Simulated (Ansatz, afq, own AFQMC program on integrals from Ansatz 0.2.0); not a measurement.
BH, singlet, reference energies and how methods fare

```xyz
2

B     0.0000    0.0000    0.0000
H     0.0000    0.0000    1.2410
```

Geometry: a PBE0/def2-TZVP stationary point, not shown to be a minimum. Basis cc-pVTZ. Only valence electrons are correlated. Ansatz 0.2.0 and our own AFQMC program on the same integrals; the CISD trial comes from CCSD amplitudes, and released means the phaseless constraint is let go. Error bars are statistical, one sigma.

Best estimates are CCSD(T) at the basis-set limit (def2-TZVPP/QZVPP) plus the step from CCSD(T) to the highest rung at hand in cc-pVTZ, named in the table (released AFQMC can keep some 10 meV of bias). No zero-point, core-correlation or spin–orbit terms. Other levels are in cc-pVTZ; a dash marks a level that is missing or breaks spin symmetry for a member.

Cautions: BH (singlet): restricted determinant unstable towards unrestricted (UHF 176 meV lower, ⟨S²⟩ 0.48); BH (triplet): another spin lies lower.

```csv
process,B3LYP (kcal/mol)
"to charge +0, triplet (vertical)",26.7
"to charge +1, doublet (vertical)",223.9
to free atoms,83.8
```

Question: From these values, estimate the best estimates.

Answer: 
```
                         process  best estimate (kcal/mol)  highest rung
to charge +0, triplet (vertical)                      31.2           FCI
to charge +1, doublet (vertical)                     226.1           FCI
                   to free atoms                      84.8           FCI
```

Errors against the best estimates in kcal/mol, in the same order:

| level | error, 1 | error, 2 | error, 3 |
| --- | --- | --- | --- |
| MP2 | -7.5 | -9.5 | -4.9 |
| CCSD(T) | -0.3 | -1.2 | -1.6 |
| ph-AFQMC/CISD | -0.4 ± 0.04 | -1.2 ± 0.04 | -1.6 ± 0.04 |
| CCSD(T)/CBS | 0.0 | -0.1 | -0.1 |
| B3LYP | -4.6 | -2.2 | -1.1 |
| wB97M-V | 0.5 | -1.4 | 0.5 |

Cost at the first geometry (cards were shared with other jobs): PBE0/cc-pVTZ, 0.69 s on 1 thread of AMD EPYC 7R13 Processor (Zen 3) (shared host); RCCSD(T)/cc-pVTZ, 7 s on 1 × NVIDIA H100 80GB HBM3 with 1 thread of AMD EPYC 7R13 Processor (Zen 3) (shared host); CCSD(T)/def2-QZVPP, 3.1 s on 1 × NVIDIA H100 80GB HBM3 with 1 thread of AMD EPYC 7R13 Processor (Zen 3), with other jobs on the host; CCSDT(Q), 3.3 s on 1 × NVIDIA H100 80GB HBM3 with 1 thread of AMD EPYC 7R13 Processor (Zen 3) (shared host); ph-AFQMC/CISD with release, 34 s on 1 × NVIDIA H100 80GB HBM3 with 2 threads of AMD EPYC 7R13 Processor (Zen 3), on a shared host.

Best estimates are given only where the step beyond CCSD(T) is under 0.3 eV and no member's determinant is very poor (T1 over 0.05, or 0.07 for open shells, ⟨S²⟩ too high by 0.3, two states mixed), so the hardest cases are missing from such tables.

The functionals ran in a triple-zeta set and keep a basis error of their own, a few kJ/mol for each bond in atomization energies and more for double hybrids, so close places among them and the extrapolated levels can swap.

CCSDT and higher add their correlation energy to the determinant of the CCSD(T) run, since their own runs factorise the integrals more tightly (a shift of under 2 meV). Each member of a difference takes its own highest rung, so a best estimate needn't equal the limit plus the step of one row. A walk keeps the symmetry of its determinant, which the program's search chose and which needn't be the lowest solution, so a lower state of the same spin and another symmetry isn't excluded.
